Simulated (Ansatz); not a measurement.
**CHN (quintet): the correlation ladder, cc-pVTZ**

How much of the correlation energy of CHN (quintet) does each wave-function method recover here?

Computed with Ansatz 0.2.0, Gaussian basis. Level: cc-pVTZ, core rule «outside noble gas», up to 2 orbitals frozen.

To be run: UHF; CCSD(T) on ROHF; CCSD(T) on UHF; BCCD(T) on ROHF; CCSDT(Q) on ROHF; CCSDT(Q) on UHF; CASSCF and MRCISD+Q, 10 electrons in 9 orbitals; CASSCF and NEVPT2, 10 electrons in 9 orbitals.

6 further runs of the same task are left out: 6 set aside as unsound or not needed. Runs told in other sessions of the task aren't counted.

**1. The system**

The geometry is a PBE0/def2-TZVP stationary point (not a proven minimum) of the parent state, kept for this charge and spin.

3 atoms, charge 0, spin multiplicity 5.

Atoms are counted from 1 here; the program's logs count them from 0.

Bond lengths: N1–C2 1.276 Å, C2–H3 1.109 Å. Angles: N1–C2–H3 121.1°.

**2. UHF**

Contents of in.yaml:

```yaml
crystal:
  periodic: [false, false, false]
  atoms:
    - {symbol: N, position_ang: [0.000000, 0.079164, 0.632274]}
    - {symbol: C, position_ang: [0.000000, -0.149608, -0.623475]}
    - {symbol: H, position_ang: [0.000000, 0.682652, -1.356932]}
basis:
  gaussian: {orbitals: cc-pVTZ}
magnetization: {spin_polarized: true, initial_magnetization: 4}
hamiltonian: {xc: hf}
output: {orbitals: {seedname: orbitals}}
```

On the command line:

```console
ansatz run in.yaml --threads 1 --pin off --events-out ev --progress --plain --max-ram 2816MiB --backend cpu
```

The runs that follow: CCSD(T) on ROHF; CCSD(T) on UHF; BCCD(T) on ROHF; CCSDT(Q) on ROHF; CCSDT(Q) on UHF; CASSCF and MRCISD+Q, 10 electrons in 9 orbitals; CASSCF and NEVPT2, 10 electrons in 9 orbitals.

Before running them: what should the planned runs give, taken together? Wanted: UCCSDT(Q) from the RHF energy; RMP2 from UCCSDT(Q); UMP2 from UCCSDT(Q); RCCSD from UCCSDT(Q); RCCSD(T) from UCCSDT(Q); UCCSD(T) from UCCSDT(Q); RCCSDT(Q) from UCCSDT(Q); NEVPT2 valence from UCCSDT(Q); MRCISD+Q valence from UCCSDT(Q).

**Answer**, as computed:

| quantity | value |
| --- | --- |
| UCCSDT(Q) from the ROHF energy | -7.2667 eV |
| RMP2 from UCCSDT(Q) | +1016.9 meV |
| UMP2 from UCCSDT(Q) | +1045.8 meV |
| RCCSD from UCCSDT(Q) | +232.0 meV |
| RCCSD(T) from UCCSDT(Q) | +33.1 meV |
| UCCSD(T) from UCCSDT(Q) | +30.1 meV |
| RCCSDT(Q) from UCCSDT(Q) | +4.2 meV |
| NEVPT2 valence from UCCSDT(Q) | +1119.4 meV |
| MRCISD+Q valence from UCCSDT(Q) | +79.5 meV |
| levels within 1 kcal/mol (43 meV) | RCCSD(T), UCCSD(T), BCCD(T), RCCSDT, UCCSDT, RCCSDT(Q) |
| T1 diagnostic | 0.022 |
| effectively unpaired electrons | 4.01 |

RCCSD(T) misses by +33.1 meV, 0.5 % of the correlation energy. One determinant dominates. Of the multireference levels listed MRCISD+Q valence comes nearest in total energy (+79.5 meV), which doesn't show that its space is the better one. These misses are within one basis, not against nature; the frozen cores of restricted and unrestricted runs differ, which can shift their rows.
